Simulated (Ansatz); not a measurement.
Relaxation of H5NOSi (8 atoms, charge 0, multiplicity 1), to a largest force component of 0.02 eV/Å in at most 40 steps.

Method: RKS B3LYP-D4/def2-SVP in Ansatz.

```xyz
8
Properties=species:S:1:pos:R:3:forces:R:3
Si 0.000 0.000 0.000 -1.19 -2.05 -0.32
O 0.000 0.000 1.680 -1.82 -0.78 0.25
H -0.909 -0.281 2.017 1.77 0.65 -0.42
H 1.377 0.000 -0.486 0.54 0.09 -0.04
H -0.688 1.191 -0.486 -0.23 0.62 -0.23
N -0.857 -1.485 -0.606 0.37 0.58 0.41
H -1.392 -2.101 0.070 0.89 0.82 -1.61
H -0.822 -1.734 -1.636 -0.34 0.07 1.95
```

Problem. Where does it end, and by what steps?

Solution. The run converged. The force dipped under the threshold on the way, but the program's further checks kept it going. After 17 steps the energy has fallen by 0.513 eV; H7 moved furthest, 1.00 Å.

| step | energy less start (eV) | largest force component (eV/Å) | accepted |
| --- | --- | --- | --- |
| 0 | 0.0000 | 2.048 | yes |
| 1 | -0.2688 | 1.131 | yes |
| 2 | -0.3366 | 0.234 | yes |
| 3 | -0.3774 | 0.623 | yes |
| 4 | -0.3603 | 1.802 | no |
| 5 | -0.4060 | 0.445 | yes |
| 6 | -0.4346 | 0.346 | yes |
| 7 | -0.4715 | 0.353 | yes |
| 8 | -0.5022 | 0.169 | yes |
| 9 | -0.5025 | 0.500 | yes |
| 10 | -0.5096 | 0.174 | yes |
| 11 | -0.5110 | 0.109 | yes |
| 12 | -0.5122 | 0.042 | yes |
| 13 | -0.5124 | 0.043 | yes |
| 14 | -0.5126 | 0.042 | yes |
| 15 | -0.5130 | 0.018 | yes |
| 16 | -0.4383 | 2.147 | no |
| 17 | -0.5131 | 0.012 | yes |

```xyz
8
Properties=species:S:1:pos:R:3
Si -0.004 -0.103 0.027
O -0.124 0.058 1.685
H -1.020 0.030 2.043
H 1.465 -0.177 -0.185
H -0.592 1.060 -0.705
N -0.866 -1.467 -0.579
H -0.590 -2.429 -0.421
H -1.562 -1.382 -1.311
```

Whether the end is a true minimum wasn't checked by a vibrational analysis.

Run time: 33 s on 1 thread of Arm Neoverse V2 (shared host), peak memory 0.13 GiB.
